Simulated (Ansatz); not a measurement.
A run of Ansatz (development build ahead of 0.2.0) on triplet HSO(+) at this shape:

```yaml
atoms:
  - { symbol: O, position_ang: [0.0000, 0.0000, 0.0000] }
  - { symbol: S, position_ang: [0.0000, 0.0000, 3.9840] }
  - { symbol: H, position_ang: [0.0000, 0.0000, -2.2800] }
```

Its results:

```yaml
Converged: yes
Total_energy: -473.03510 hartree
Spin_squared_of_the_determinant: 2.000
Stability_test: minimum among restricted orbitals
```

**Question.** Which input gives this output? Name the method, the orbitals and the basis set, and write the input.

**Answer.** PBE (restricted open-shell) in pcseg-2.

```yaml
crystal:
  periodic: [false, false, false]
  atoms:
    - { symbol: O, position_ang: [0.0, 0.0, 0.0] }
    - { symbol: S, position_ang: [0.0, 0.0, 3.984] }
    - { symbol: H, position_ang: [0.0, 0.0, -2.28] }
basis:
  gaussian: { orbitals: pcseg-2 }
total_charge: 1
magnetization:
  initial_magnetization: 2
hamiltonian:
  xc: pbe
```

Caution: stretched shape with no unrestricted run beside it, a lower state can exist; charge can spread falsely over distant fragments; other spin multiplicities may lie lower.
